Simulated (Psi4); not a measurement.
# C3HO (SMILES [C]#CC=O): levels of theory compared

Wanted: a comparison of 3 runs (UHF/pcseg-2, UB3LYP/6-31G*, UMP2/def2-SVPD) of C3HO. 

The calculation is run with Psi4 1.11.

5 further runs of the same task are left out: 4 that didn't finish, 1 set aside as unsound or not needed.

### 1 The system as given

C3HO: 5 atoms, total charge 0, spin state doublet. SMILES: `[C]#CC=O`. The coordinates come from a GFN2-xTB relaxation.

Bond lengths: C1–C2 1.204 Å, C2–C3 1.433 Å, C3–O4 1.192 Å, C3–H5 1.109 Å. Angles: C1–C2–C3 173.2°, C2–C3–O4 126.8°, C2–C3–H5 109.9°, O4–C3–H5 123.3°.

### 2 A single-point energy at UHF/pcseg-2 (run 1)

File run.py:

```python
import psi4

psi4.set_memory(1600000000)
psi4.set_num_threads(1)
psi4.set_output_file('run.log', False)

molecule = psi4.geometry("""
0 2
C      1.15530296    -2.41463535     2.77092431
C      0.57727354    -0.92715633     1.14902907
C     -0.37998613     0.67521804    -0.81193973
O     -2.34394070     0.45963809    -1.89293866
H      0.99135032     2.20693555    -1.21507500
units bohr
symmetry c1
no_reorient
no_com
""")

options = {'basis': 'pcseg-2', 'reference': 'uhf', 'puream': True, 'e_convergence': 1e-09, 'd_convergence': 1e-08, 'scf_type': 'pk', 'maxiter': 200}
psi4.set_options(options)

result, w = psi4.energy('hf', return_wfn=True)
psi4.oeprop(w, 'DIPOLE', 'WIBERG_LOWDIN_INDICES', 'MULLIKEN_CHARGES', title='HF')
print(f'total energy {result:.8f} hartree = {result * 27.211386:.5f} eV')
```

On the command line:

```
$ python run.py
```

run.log:

```text
[...]
  Running in c1 symmetry.
[...]
  Nuclear repulsion =   83.323084775169747
[...]
  Multiplicity = 2
[...]
  Nalpha       = 14
  Nbeta        = 13
[...]
    Number of basis functions: 134
[...]
   @UHF iter   1:  -188.80258963830775   -1.04504e+00   3.40157e-03 ADIIS/DIIS
[...]
   @UHF iter  23:  -188.93489488843389   -3.25429e-11   6.85111e-09 DIIS
[...]
   @S^2 Observed:                1.316739231E+00
[...]
  @UHF Final Energy:  -188.93489488843389
   => Energetics <=
    Nuclear Repulsion Energy =             83.3230847751697468
    One-Electron Energy =                -421.1922185927967348
    Two-Electron Energy =                 148.9342389291931283
    Total Energy =                       -188.9348948884338881
  UHF NO Occupations:
  HONO-2 :   12  A 1.8983966
  HONO-1 :   13  A 1.8353476
[...]
 Multipole Moments:
 ------------------------------------------------------------------------------------
     Multipole            Electronic (a.u.)      Nuclear  (a.u.)        Total (a.u.)
 ------------------------------------------------------------------------------------
 L = 1.  Multiply by 2.5417464519 to convert [e a0] to [Debye]
 Dipole X            :         10.4854459           -9.6446331            0.8408128
 Dipole Y            :         10.2002305          -10.1154016            0.0848289
 Dipole Z            :         -1.8201196            2.2894976            0.4693781
 Magnitude           :                                                    0.9666840
[...]
  Mulliken Charges: (a.u.)
   Center  Symbol    Alpha    Beta     Spin     Total
       1     C     3.96342  1.93929  2.02413  0.09729
       2     C     2.49973  3.56592 -1.06619 -0.06565
       3     C     3.01895  2.57021  0.44874  0.41085
       4     O     4.02411  4.40656 -0.38245 -0.43067
       5     H     0.49379  0.51803 -0.02423 -0.01182
   Total alpha = 14.00000, Total beta = 13.00000, Total charge = -0.00000
  Wiberg Bond Indices using Orthogonal Lowdin Orbitals:
  Total Bond Index:
[...]
```

Standard output:

```text
total energy -188.93489489 hartree = -5141.18035 eV
```

Wall time 14 s (1 thread of AMD EPYC 7R43 (Zen 3), shared host); peak memory 0.8 GiB.

### 3 Energy and forces at UB3LYP/6-31G(d) (spherical functions) (run 2)

File c3ho.in:

```
memory 1.6 GB

molecule system {
  0 2
  C      0.611360    -1.277770     1.466310
  C      0.305480    -0.490630     0.608040
  C     -0.201080     0.357310    -0.429660
  O     -1.240360     0.243230    -1.001700
  H      0.524600     1.167860    -0.642990
  symmetry c1
  no_reorient
  no_com
}

set {
  basis 6-31G*
  reference uks
  puream true
  e_convergence 1e-09
  d_convergence 1e-08
  scf_type pk
  dft_radial_points 99
  dft_spherical_points 590
  maxiter 200
}

result, w = gradient('b3lyp', return_wfn=True)
oeprop(w, 'DIPOLE', 'MULLIKEN_CHARGES', 'QUADRUPOLE', title='B3LYP')
print_variables()
```

On the command line:

```
$ psi4 -i c3ho.in -o c3ho.out -n 1
```

c3ho.out:

```text
[...]
  Running in c1 symmetry.
[...]
  Nuclear repulsion =   83.323084733669958
[...]
  Multiplicity = 2
[...]
  Nalpha       = 14
  Nbeta        = 13
[...]
    Number of basis functions: 58
[...]
   @UKS iter   1:  -189.76219194404896   -3.79769e-01   9.43310e-03 ADIIS/DIIS
[...]
   @UKS iter  21:  -189.91908248887691   -1.10845e-12   3.26485e-09 DIIS
[...]
   @S^2 Observed:                7.708332976E-01
[...]
  @UKS Final Energy:  -189.91908248887691
   => Energetics <=
    Nuclear Repulsion Energy =             83.3230847336699583
    One-Electron Energy =                -421.5719379081904776
    Two-Electron Energy =                 168.6437579704499683
    DFT Exchange-Correlation Energy =     -20.3139872848063980
    Empirical Dispersion Energy =           0.0000000000000000
    VV10 Nonlocal Energy =                  0.0000000000000000
    Total Energy =                       -189.9190824888769100
[...]
  -Total Gradient:
     Atom            X                  Y                   Z
    ------   -----------------  -----------------  -----------------
       1       -0.011382443195     0.023322566721    -0.026913273688
       2        0.010363189352    -0.008667734467     0.013980678935
       3       -0.028841186455    -0.013531206136    -0.007283740824
       4        0.027858715403     0.003097854514     0.015344625862
       5        0.002004741088    -0.004223286113     0.004875150803
[...]
 Multipole Moments:
 ------------------------------------------------------------------------------------
     Multipole            Electronic (a.u.)      Nuclear  (a.u.)        Total (a.u.)
 ------------------------------------------------------------------------------------
 L = 1.  Multiply by 2.5417464519 to convert [e a0] to [Debye]
 Dipole X            :         10.3409512           -9.6446330            0.6963182
 Dipole Y            :         10.3506770          -10.1154016            0.2352754
 Dipole Z            :         -2.0394473            2.2894977            0.2500504
 Magnitude           :                                                    0.7763625
 L = 2.  Multiply by 1.3450342976 to convert [e a0^2] to [Debye ang]
 Quadrupole XX       :        -73.4370787           55.8093942          -17.6276846
 Quadrupole XY       :         27.9654898          -27.9196591            0.0458306
[...]
```

Wall time 29 s (1 thread of AMD EPYC 7R43 (Zen 3), shared host); peak memory 0.65 GiB.

### 4 A single-point energy at UMP2/def2-SVPD (run 3)

File job.py:

```python
import psi4

psi4.set_memory('1600 MB')
psi4.set_num_threads(1)
psi4.core.set_output_file('psi4.out', False)

m = psi4.geometry("""
0 2
C      1.15530296    -2.41463535     2.77092431
C      0.57727354    -0.92715633     1.14902907
C     -0.37998613     0.67521804    -0.81193973
O     -2.34394070     0.45963809    -1.89293866
H      0.99135032     2.20693555    -1.21507500
units au
symmetry c1
""")

psi4.set_options({
    'basis': 'def2-SVPD',
    'reference': 'uhf',
    'puream': True,
    'e_convergence': 1e-09,
    'd_convergence': 1e-08,
    'scf_type': 'pk',
    'num_frozen_docc': 4,
    'mp2_type': 'conv',
    'maxiter': 200,
})

result = psi4.energy("mp2")
print('E =', round(result, 9))
```

On the command line:

```
$ python job.py
```

psi4.out:

```text
[...]
  Running in c1 symmetry.
[...]
  Nuclear repulsion =   83.323084775169747
[...]
  Multiplicity = 2
[...]
  Nalpha       = 14
  Nbeta        = 13
[...]
    Number of basis functions: 91
[...]
   @UHF iter   1:  -188.60502662893134   -9.27066e-01   4.86660e-03 ADIIS/DIIS
[...]
   @UHF iter  23:  -188.73440356549139   -2.38742e-11   4.83025e-09 DIIS
[...]
   @S^2 Observed:                1.326900256E+00
[...]
    Orbital Energies [Eh]
    ---------------------
    Alpha Occupied:
       1A    -20.588187     2A    -11.375047     3A    -11.333327
       4A    -11.262177     5A     -1.404486     6A     -1.085720
       7A     -0.928454     8A     -0.737311     9A     -0.677839
      10A     -0.643859    11A     -0.557657    12A     -0.482141
      13A     -0.470942    14A     -0.460746
    Alpha Virtual:
      15A      0.069065    16A      0.093618    17A      0.131277
      18A      0.151061    19A      0.171554    20A      0.173104
      21A      0.182656    22A      0.218902    23A      0.227920
      24A      0.235294    25A      0.271298    26A      0.294284
[...]
  @UHF Final Energy:  -188.73440356549139
   => Energetics <=
    Nuclear Repulsion Energy =             83.3230847751697468
    One-Electron Energy =                -420.7314039134741961
    Two-Electron Energy =                 148.6739155728130868
    Total Energy =                       -188.7344035654913910
  UHF NO Occupations:
  HONO-2 :   12  A 1.8945876
  HONO-1 :   13  A 1.8334477
[...]
 Multipole Moments:
 ------------------------------------------------------------------------------------
     Multipole            Electronic (a.u.)      Nuclear  (a.u.)        Total (a.u.)
 ------------------------------------------------------------------------------------
 L = 1.  Multiply by 2.5417464519 to convert [e a0] to [Debye]
 Dipole X            :          0.1729081            0.6764440            0.8493521
 Dipole Y            :         -1.2370655            1.3069473            0.0698818
 Dipole Z            :          1.1495078           -0.6621062            0.4874016
 Magnitude           :                                                    0.9817549
[...]
	SCS-MP2 Total Energy (a.u.)        :  -189.21164417124822
	SOS-MP2 Total Energy (a.u.)        :  -189.16564128666354
	SCSN-MP2 Total Energy (a.u.)       :  -188.97729879609847
[...]
	SOS-PI-MP2 Total Energy (a.u.)     :  -189.23751424019221
[...]
	MP2 Total Energy (a.u.)            :  -189.23177698688886
[...]
```

On the terminal:

```text
E = -189.231776987
```

Run time: 11 s. Hardware: 1 thread of AMD EPYC 7R43 (Zen 3), shared host; peak memory 0.46 GiB.

### 5 Overview of the runs

| run | level | task | integration grid | energy (Eh) | dipole moment (D) | HOMO energy (eV) | LUMO energy (eV) | wall time |
| --- | --- | --- | --- | --- | --- | --- | --- | --- |
| 1 | UHF/pcseg-2 | energy | – | -188.934895 | 2.46 | -12.13 | 0.10 | 14 s |
| 2 | UB3LYP/6-31G* (spherical functions) | gradient | 99 radial × 590 angular | -189.919082 | 1.97 | -7.97 | -5.66 | 29 s |
| 3 | UMP2/def2-SVPD | energy | – | -189.231777 | – | -12.21 | 0.08 | 11 s |

### 6 What came out

```
                                                         quantity          value
                                              run 3: total energy  -189.23178 Eh
run 3: HOMO energy (Hartree–Fock orbitals) (highest over α and β)      -12.21 eV
 run 3: LUMO energy (Hartree–Fock orbitals) (lowest over α and β)        0.08 eV
               run 3: correlation energy (4 core orbitals frozen)     -497.4 mEh
                         run 3: ⟨S²⟩ of the reference determinant          1.327
```

**Reading.** Spin contamination of the reference: run 3 ⟨S²⟩ = 1.33, run 1 ⟨S²⟩ = 1.32. All runs together took 54 s, the longest 29 s.
